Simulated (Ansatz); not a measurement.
Computed with Ansatz on PBE0-D4/def2-TZVP structures; ΔE is electronic, products minus reactants. CCSD(T)/CBS adds triple-zeta CCSD(T) − MP2 to the extrapolated MP2 energy (def2 sets, frozen cores). This one scheme is used for every species, atoms too. DFT in def2-TZVPP. No spin–orbit coupling; open shells (•) take unrestricted orbitals. Spin–orbit coupling would lower the free atoms: a little for B, C, Cl.

Consider the atomization: `C[B]Cl`• → B• + C• + Cl• + 3 H•.

`C[B]Cl`•:

```xyz
6

C    -0.310   -0.415   -0.160
B     0.848    0.238    0.624
Cl    1.355    1.886    0.506
H    -1.216   -0.273    0.447
H    -0.493    0.055   -1.131
H    -0.185   -1.492   -0.285
```

| species | BHLYP energy (Eh) |
| --- | --- |
| `C[B]Cl`• | -524.92946 |
| B• | -24.65379 |
| C• | -37.84774 |
| Cl• | -460.15612 |
| H• | -0.49854 |

(1) Work out ΔE.

Largest T1 diagnostic among the species: 0.014.

Answers

(1) ΔE = 3 × (-0.49854) + (-24.65379) + (-37.84774) + (-460.15612) − (-524.92946) = 0.77619 Eh = +487.1 kcal/mol. CCSD(T)/CBS gives +495.7 kcal/mol.

The D4 term adds +3.4 kcal/mol with B3LYP and +1.8 kcal/mol with PBE0; it sums over pairs of atoms, weighted by their polarisabilities, and B3LYP, whose exchange is more repulsive, gets the larger term. In def2-TZVPP, CCSD(T) changes the Hartree–Fock value by +96.6 kcal/mol (the triples alone add +6.7 kcal/mol) and MP2 by +107.1 kcal/mol; breaking electron pairs costs correlation energy, which Hartree–Fock lacks. From BLYP to BHLYP (50 % exact exchange), in def2-TZVPP and without D4, ΔE moves by −6.1 kcal/mol: exact exchange takes away binding that semilocal exchange gives to molecules.

B3LYP here is the variant with VWN-RPA as its local correlation; programs differ in this.

For atomizations the MP2-based limit and the directly extrapolated one differ by several kJ/mol either way, and by 10 to 25 for some Ge, Se and Sn compounds, so smaller differences from it don't rank the levels.
